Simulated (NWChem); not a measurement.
Correlation energy of CH

```
C
H 1 1.1343
```
Charge 0, spin multiplicity 2.

Everything below was run with NWChem. The geometry was optimised at UPBE0/def2-SVP, a minimum by its harmonic frequencies.

Basis set: cc-pVDZ. Each correlation energy counts from its own Hartree-Fock reference.

| method | correlation energy (mHa) |
|---|---|
| CCSD(T) on ROHF | -111.4 |
| CCSDT on ROHF | -111.8 |
| URI-MP2 | -79.7 |
| CCSD on UHF | -105.7 |
| CCSD[T] on ROHF | -111.4 |
| CCSD on ROHF | -109.4 |
| SCS-UMP2 | -85.7 |
| CCSD[T] on UHF | -107.5 |
| UMP2 | -79.7 |
| CCSD(T) on UHF | -107.5 |

The values span 32.2 mHa, from CCSDT on ROHF (lowest) to URI-MP2 (highest). 

The correlated methods keep 1 core orbital frozen. This spin state was chosen for the runs; another may lie lower. The structure started from a generated list of species. The unpaired electrons of the parent sit in orbitals of symmetry b2 (C2v labels of the run); other states weren't searched. The stability of the SCF solutions was not checked. Open-shell Hartree-Fock references start from PBE0 orbitals. Coupled-cluster values serve here as a point of comparison, not as the truth.
